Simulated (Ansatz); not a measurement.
# CH2BS− (SMILES [CH-]=BS): functionals against CCSD(T) at one geometry

A test off equilibrium: a structure displaced at random from a GFN2-xTB minimum is computed at several levels, and each is set against CCSD(T).

Method: single points in def2-TZVPPD; program: Ansatz 0.2.0, Gaussian basis.

Cores are frozen in the correlated methods.

**1. Starting geometry**

5 atoms, charge -1, spin multiplicity 1.

Atoms are counted from 1 here; the program's logs count them from 0.

Bond lengths: C1–B2 1.314 Å, C1–H4 1.063 Å, B2–S3 1.889 Å, S3–H5 1.434 Å. Angles: B2–C1–H4 170.1°, C1–B2–S3 177.3°, B2–S3–H5 94.9°.

As a file:

```tsv
atom	x (Å)	y (Å)	z (Å)
C1	-1.31720	-0.38620	-0.06390
B2	-0.02250	-0.25280	0.11970
S3	1.85010	-0.13480	0.33810
H4	-2.37700	-0.33090	-0.12780
H5	1.97120	1.13070	-0.32580
```

**2. CCSD(T)/def2-TZVPPD**

File run/in.yaml:

```yaml
crystal:
  periodic: [false, false, false]
  atoms:
    - {symbol: C, position_ang: [-1.317200, -0.386200, -0.063900]}
    - {symbol: B, position_ang: [-0.022500, -0.252800, 0.119700]}
    - {symbol: S, position_ang: [1.850100, -0.134800, 0.338100]}
    - {symbol: H, position_ang: [-2.377000, -0.330900, -0.127800]}
    - {symbol: H, position_ang: [1.971200, 1.130700, -0.325800]}
basis:
  gaussian: {orbitals: "def2-TZVPPD.json"}
total_charge: -1
correlation: {method: ccsd_t}
output: {forces: true}
```

The basis file named in the input lies beside it (Basis Set Exchange, JSON).

No record of the launch command was kept for these runs.

**3. PBE0-D4/def2-TZVPPD**

Edit run/in.yaml of step 2 so:

```diff
@@ -11,3 +11,3 @@
 total_charge: -1
-correlation: {method: ccsd_t}
-output: {forces: true}
+hamiltonian: {xc: pbe0, dispersion: d4}
+output: {forces: true, orbitals: {seedname: orbitals}}
```

**4. wB97M-V/def2-TZVPPD**

Edit run/in.yaml of step 3 so:

```diff
@@ -11,3 +11,3 @@
 total_charge: -1
-hamiltonian: {xc: pbe0, dispersion: d4}
-output: {forces: true, orbitals: {seedname: orbitals}}
+hamiltonian: {xc: {name: wB97M-V}}
+output: {forces: true}
```

**5. r2SCAN-D4/def2-TZVPPD**

Edit run/in.yaml of step 4 so:

```diff
@@ -11,3 +11,3 @@
 total_charge: -1
-hamiltonian: {xc: {name: wB97M-V}}
+hamiltonian: {xc: r2scan, dispersion: d4}
 output: {forces: true}
```

**6. PBE-D4/def2-TZVPPD**

Edit run/in.yaml of step 5 so:

```diff
@@ -11,3 +11,3 @@
 total_charge: -1
-hamiltonian: {xc: r2scan, dispersion: d4}
+hamiltonian: {xc: pbe, dispersion: d4}
 output: {forces: true}
```

**7. B97M-V/def2-TZVPPD**

Edit run/in.yaml of step 6 so:

```diff
@@ -11,3 +11,3 @@
 total_charge: -1
-hamiltonian: {xc: pbe, dispersion: d4}
+hamiltonian: {xc: {name: B97M-V}}
 output: {forces: true}
```

**8. BLYP-D4/def2-TZVPPD**

Edit run/in.yaml of step 7 so:

```diff
@@ -11,3 +11,3 @@
 total_charge: -1
-hamiltonian: {xc: {name: B97M-V}}
+hamiltonian: {xc: {name: BLYP}, dispersion: d4}
 output: {forces: true}
```

(Steps that only read results are left out.)

What does the calculation give? Wanted: RMS force component; RMS force error; HOMO and LUMO, PBE0-D4; T1 diagnostic.

**Answer**, as computed:

| quantity | value |
| --- | --- |
| RMS force component | 0.773 to 0.928 eV/Å over the methods |
| RMS force error | PBE0-D4 0.252, wB97M-V 0.370, r2SCAN-D4 0.185, PBE-D4 0.181, B97M-V 0.258, BLYP-D4 0.202 eV/Å |
| HOMO and LUMO, PBE0-D4 | -0.06 and 3.11 eV |
| T1 diagnostic | 0.015 |

For forces PBE-D4 does best and wB97M-V worst. Frozen-core CCSD(T) forces in triple zeta carry basis errors of their own, and this is one geometry, so small gaps rank nothing.
